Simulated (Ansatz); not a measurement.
# Property card for TiCrP2

Computed with Ansatz 0.2.0, DFT r2SCAN, scalar-relativistic, plane waves, PAW.

Plane waves to 500 eV, a k mesh through Γ of 15×15×8 on the computed 4-atom cell and Gaussian smearing (0.10 eV); collinear spin from starting moments 0.12 2.87 0 0 μB.

The structure is relaxed at this level of theory with its symmetry kept. Whether it is the stable form of this composition wasn't checked.

```cif
data_structure
_symmetry_space_group_name_H-M 'P-3m1'
_symmetry_Int_Tables_number 164
_cell_length_a 3.4784
_cell_length_b 3.4784
_cell_length_c 5.7989
_cell_angle_alpha 90.000
_cell_angle_beta 90.000
_cell_angle_gamma 120.000
_cell_volume 60.76
loop_
_atom_site_label
_atom_site_type_symbol
_atom_site_symmetry_multiplicity
_atom_site_Wyckoff_symbol
_atom_site_fract_x
_atom_site_fract_y
_atom_site_fract_z
_atom_site_occupancy
Ti1 Ti 1 a 0.00000 0.00000 0.00000 1
Cr1 Cr 1 b 0.00000 0.00000 0.50000 1
P1 P 2 d 0.33333 0.66667 0.26222 1
```

| Quantity | Value |
| --- | --- |
| Space group | P-3m1 (No. 164) |
| Volume per atom | 15.19 Å³ |
| Formation energy from the elements' standard states (uncorrected) | -0.915 eV/atom |
| Generalised Kohn–Sham band gap | none (metal) |
| Density of states at the Fermi level | 2.83 states/eV per cell |
| Löwdin character within 0.5 eV of the Fermi level | Ti 3d 50 %, Cr 3d 30 %, P 3p 14 %, unprojected 4 % |
| Bader charges (e) | Ti (1 in the cell) 1.52, Cr (1 in the cell) 1.04, P (2 in the cell) -1.28 |
| Total moment | 2.84 μB per cell |
| Site moments (μB; atoms counted from 1 over the whole cell) | Ti (atom 1) 0.11, Cr (atom 2) 2.61, P (atom 3) -0.09, P (atom 4) -0.09 |

The state reached may not be the lowest one. Only parallel moments were tried here.

Only this magnetic start was tried.

Cost: 1 run of about 4.4 core-minutes, on Arm Neoverse V1 (shared hosts).